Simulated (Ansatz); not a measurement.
in.yaml

```yaml
crystal:
  periodic: [false, false, false]
  atoms:
    - {symbol: Mo, position_ang: [0.000000, 0.000000, 0.000000]}
    - {symbol: H, position_ang: [0.000000, 0.431079, 1.795720]}
    - {symbol: H, position_ang: [0.000000, -0.431079, 1.795720]}
    - {symbol: H, position_ang: [0.000000, 0.431079, -1.795720]}
    - {symbol: H, position_ang: [0.000000, -0.431079, -1.795720]}
basis:
  gaussian: {orbitals: def2-SVP}
total_charge: 1
magnetization: {spin_polarized: false, initial_magnetization: 5}
correlation: {method: ccsdt_q, electrons: outside_noble_gas}
```

```sh
$ ansatz run in.yaml --threads 1 --pin off --events-out ev --progress --plain --max-ram 2393MiB
```

Output:

```
951 factors; integrals over basis functions are off by at most 1.7e-7 eV
mean field evaluation 1: about -1890.9010 eV, gradient 1.9e1 eV
mean field evaluation 2: about -1890.9747 eV, gradient 1.9e1 eV
mean field evaluation 4: about -1892.1993 eV, gradient 3.8e0 eV
mean field evaluation 8: about -1892.2519 eV, gradient 6.4e-4 eV
mean field evaluation 16: about -1892.2510 eV, gradient 3.6e-1 eV
mean field evaluation 32: about -1889.0263 eV, gradient 1.8e-1 eV
mean field -1892.25194085 eV, -69.5389762118 hartree, gradient 9.9e-6 eV, S^2 8.750000; 1 other end points of the search recorded, 0 dependent functions left out
mean field evaluation 64: about -1892.3632 eV, gradient 3.1e-1 eV
determinant -1892.25194085 eV, -69.5389762118 hartree, with singles and doubles -1896.18474565 eV, -69.6835041224 hartree
determinant -1889.03089788 eV, -69.4206050659 hartree, with singles and doubles -1892.66124275 eV, -69.5540177790 hartree
4 core orbitals not correlated: weight in the atoms' cores, before any rotation towards them, 0.998 or more for the frozen orbitals, at most 0.002 for the correlated occupied ones
reference -1892.25194085 eV, -69.5389762118 hartree; 7, 2 occupied and 40, 45 virtual orbitals, 951 factors
second order -3.19447177 eV of doubles, -0.03435836 eV of singles
cycle   1  -3.71515296 eV  change   -4.9e-1 eV  update   5.3e-2
cycle   2  -3.93439494 eV  change   -2.2e-1 eV  update   2.0e-2
cycle   3  -3.95112649 eV  change   -1.7e-2 eV  update   5.6e-3
cycle   4  -3.95111322 eV  change    1.3e-5 eV  update   2.3e-3
cycle   5  -3.95116995 eV  change   -5.7e-5 eV  update   8.7e-4
cycle   6  -3.95130036 eV  change   -1.3e-4 eV  update   3.4e-4
cycle   7  -3.95141538 eV  change   -1.2e-4 eV  update   1.3e-4
cycle   8  -3.95143677 eV  change   -2.1e-5 eV  update   5.5e-5
cycle   9  -3.95142091 eV  change    1.6e-5 eV  update   2.2e-5
cycle  10  -3.95141926 eV  change    1.6e-6 eV  update   7.7e-6
cycle  11  -3.95142192 eV  change   -2.7e-6 eV  update   3.1e-6
cycle  12  -3.95142256 eV  change   -6.4e-7 eV  update   1.3e-6
cycle  13  -3.95142324 eV  change   -6.8e-7 eV  update   5.3e-7
perturbative correction -0.00091647 eV, -0.0000336796 hartree
Total energy: -1896.20428056 eV, -69.6842220172 hartree
```

Ran on 1 thread of Intel Xeon, shared host: 68 s wall, 0.51 GiB peak host memory.
